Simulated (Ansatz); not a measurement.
# CFSi: the cost of one run

Computed with Ansatz 0.2.0, Gaussian basis. Level: def2-TZVPP, core rule «outside noble gas», up to 7 orbitals frozen.

Plan: UHF; ROHF; CCSD(T) on UHF.

2 further runs of the same task are left out: 2 set aside as unsound or not needed.

## 1. The system

The geometry is a PBE0/def2-TZVP stationary point (not a proven minimum).

3 atoms, charge 0, spin multiplicity 2.

Atoms are counted from 1 here; the program's logs count them from 0.

Bond lengths: C1–Si2 1.730 Å, Si2–F3 1.588 Å. Angles: C1–Si2–F3 180.0°.

## 2. UHF

Contents of in.yaml:

```yaml
crystal:
  periodic: [false, false, false]
  atoms:
    - {symbol: C, position_ang: [0.000000, 0.000000, 1.682800]}
    - {symbol: Si, position_ang: [0.000000, 0.000000, -0.047400]}
    - {symbol: F, position_ang: [0.000000, 0.000000, -1.635400]}
basis:
  gaussian: {orbitals: def2-TZVPP}
magnetization: {spin_polarized: true, initial_magnetization: 1}
hamiltonian: {xc: hf}
output: {orbitals: {seedname: orbitals}}
```

Command:

```
ansatz run in.yaml --threads 1 --pin off --events-out ev --progress --plain --max-ram 4096MiB --backend cpu
```

What time and memory should one allow on 1 thread of AMD EPYC 7R13, shared host?

About 12 s, with a peak of 0.25 GiB.
